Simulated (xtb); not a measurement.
acetonitrile (C2H3N), SMILES CC#N. All values are semi-empirical tight-binding results from xtb (GFN2-xTB unless named), good for trends rather than for accurate numbers. Geometry: GFN2-xTB.

Optimised geometry:

```xyz
6

C      0.0000     0.0000    -1.1629
C      0.0000     0.0000     0.2738
N      0.0000     0.0000     1.4164
H      0.8892     0.5134    -1.5268
H      0.0000    -1.0268    -1.5268
H     -0.8892     0.5134    -1.5268
```
Charge 0, spin multiplicity 1.

Q: Estimate the properties. (The exact figures need the calculation; the answer reports its results.)

A: 
```yaml
point_group_as_xtb_finds_it: C3v
orbital_gap: 6.11 eV
dipole_moment: 3.85 D
zero_point_energy: 27.8 kcal/mol
G − E(el) at 298.15 K (modified RRHO): 13.4 kcal/mol
static polarisability (D4 model): 29.4 bohr³
solvation energy, GFN2-xTB/ALPB(water): -6.3 kcal/mol
solvation energy, GFN2-xTB/ALPB(hexane): -2.7 kcal/mol
```

Computed IR lines (harmonic; lines under 4 % of the strongest left out, lines within 3 cm⁻¹ merged):
ν (cm⁻¹): 993 (w), 999 (m), 1368 (w), 1427 (w), 2422 (vs), 3018 (w) (against the strongest line: vs over 80 %, s over 45 %, m over 15 %, w over 4 %, vw less)

Computed atomic charges and the Wiberg bond orders between heavy atoms:
charges (e) C1 -0.11, C2 0.12, N3 -0.24, H4 0.08, H5 0.08, H6 0.08. Bond orders C1–C2 1.07, C2–N3 2.85.
